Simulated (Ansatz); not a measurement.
SiH5, doublet: at the start structure of a reaction step.

The input file, in.yaml:

```yaml
crystal:
  periodic: [false, false, false]
  atoms:
    - {symbol: H, position_ang: [-0.636397, -0.342569, -0.125005]}
    - {symbol: Si, position_ang: [0.650574, 0.358275, 0.113237]}
    - {symbol: H, position_ang: [-3.252971, -1.791345, -0.566422]}
    - {symbol: H, position_ang: [0.683644, 0.872443, 1.505719]}
    - {symbol: H, position_ang: [0.779876, 1.492337, -0.836398]}
    - {symbol: H, position_ang: [1.775373, -0.589139, -0.091131]}
basis:
  gaussian: {orbitals: def2-TZVPP}
magnetization: {spin_polarized: true, initial_magnetization: 1}
hamiltonian: {xc: {name: B97M-V}}
```

Run by:

```bash
ansatz run in.yaml --threads 2 --pin off --events-out ev --progress --plain --max-ram 4352MiB
```

The run's output (Ansatz 0.2.0):

```
Functional definition: B97M-V
  name "B97M-V"
  cite "Mardirossian & Head-Gordon, J. Chem. Phys. 142, 074111 (2015) doi:10.1063/1.4907719"
  cite "Becke, J. Chem. Phys. 107, 8554 (1997) doi:10.1063/1.475007"
  cite "Vydrov & Van Voorhis, J. Chem. Phys. 133, 244103 (2010) doi:10.1063/1.3521275"
  # Of w^i u^j: cxij and so on, Table III.
  parameter cx00 = 1.000
  parameter cx01 = 1.308
  parameter cx02 = 1.901
  parameter cx10 = 0.416
  parameter cx11 = 3.070
  parameter css00 = 1.000
  parameter css02 = -1.855
  parameter css10 = -5.668
  parameter css32 = -20.497
  parameter css42 = -20.364
  parameter cos00 = 1.000
  parameter cos01 = 1.573
  parameter cos03 = -6.298
  parameter cos10 = 2.535
  parameter cos32 = -6.427
  parameter b = 6.0
  parameter c = 0.01
  gx(w, u) = cx00 + cx01*u + cx02*u^2 + (cx10 + cx11*u)*w
  gss(w, u) = css00 + css02*u^2 + css10*w + (css32*w^3 + css42*w^4)*u^2
  gos(w, u) = cos00 + cos01*u + cos03*u^3 + cos10*w + cos32*w^3*u^2
  exchange = spin_sum(e_x_unif_s*gx(b97_w, b97_u_x))
  correlation = spin_sum(e_c_pw_mod_same_spin*gss(b97_w, b97_u_same))
      + integral(e_c_pw_mod_opposite_spin*gos(b97_w_opposite, b97_u_opposite)) + vv10(b, c)
583 factors; their error is unknown
mean field evaluation 1: about -7953.5868 eV, gradient 8.7e0 eV
mean field evaluation 2: about -7954.0780 eV, gradient 4.4e0 eV
mean field evaluation 4: about -7954.2106 eV, gradient 1.3e-1 eV
mean field evaluation 8: about -7954.1992 eV, gradient 1.1e-2 eV
mean field evaluation 16: about -7954.1992 eV, gradient 2.0e-5 eV
mean field -7954.19917217 eV, -292.3114280276 hartree, gradient 2.0e-5 eV, S^2 0.750028; 0 other end points of the search recorded, 0 dependent functions left out
reference -7954.19923974 eV, -292.3114305104 hartree; 10, 9 occupied and 102, 103 virtual orbitals, 583 factors
Total energy: -7954.19923974 eV, -292.3114305104 hartree
```

The lines “mean field evaluation” count trial sets of orbitals through the whole run, from several starts and some on an approximate energy, so they need not fall steadily or lie above the final value.

Hardware: 2 CPU threads of an Arm Neoverse V2, shared host. Wall time about 5.5 s.
